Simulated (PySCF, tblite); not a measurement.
C₃H₇FN (doublet state).
Numbering: `[NH2:1][CH2:2][CH:3][CH2:4][F:5]` (hydrogens: H6, H7 on N1; H8, H9 on C2; H10 on C3; H11, H12 on C4)

Computed geometry: GFN2-xTB, gas phase. This method treats the open shell by occupation alone, without spin polarisation.

Task: Give the optimised bond lengths and angles.

Result: 
```csv
bond,length (Å)
N1–C2,1.465
C2–C3,1.483
C3–C4,1.474
C4–F5,1.386
"N1–H6, N1–H7",1.015
"C2–H8, C2–H9",1.095
C3–H10,1.077
C4–H11,1.105
C4–H12,1.095
```

Bonds in one row agree within 0.01 Å and their mean is given. A selection of angles:
```csv
angle,degrees
C2–N1–H6,110.6
C2–N1–H7,110.2
H6–N1–H7,107.9
N1–C2–C3,112.5
N1–C2–H8,106.5
C3–C2–H8,111.6
C3–C2–H9,110.1
H8–C2–H9,107.9
C2–C3–C4,122.1
C2–C3–H10,119.0
C4–C3–H10,118.1
C3–C4–F5,111.6
C3–C4–H11,113.1
C3–C4–H12,111.8
F5–C4–H11,104.5
F5–C4–H12,106.6
H11–C4–H12,108.8
```

Dihedral angles: N1–C2–C3–C4 118° (anticlinal); C2–C3–C4–F5 46° (synclinal). The mirror-image conformer, all signs reversed, is as good.

N1 (nitrogen bonded to C and 2 H) is pyramidal (angles 110.6°, 110.2° and 107.9°, sum 328.7°, 0.37 Å off the plane of its three neighbours). C3 (carbon bonded to 2 C and H) is almost planar (angles 122.1°, 119.0° and 118.1°, sum 359.2°, 0.07 Å off the plane of its three neighbours). Of the pairs four or more bonds apart, F5···H9 is among the closest relative to their van der Waals radii: 2.58 Å, 97 % of the sum of Bondi's values.

Point group: C1 (no symmetry element, even within 0.4 Å). Its GFN2-xTB frequencies are all real (lowest 24 cm⁻¹). Torsions: H–N1–C2–C3 66° and -53°, N1–C2–C3–C4 118°, C2–C3–C4–F5 46°.
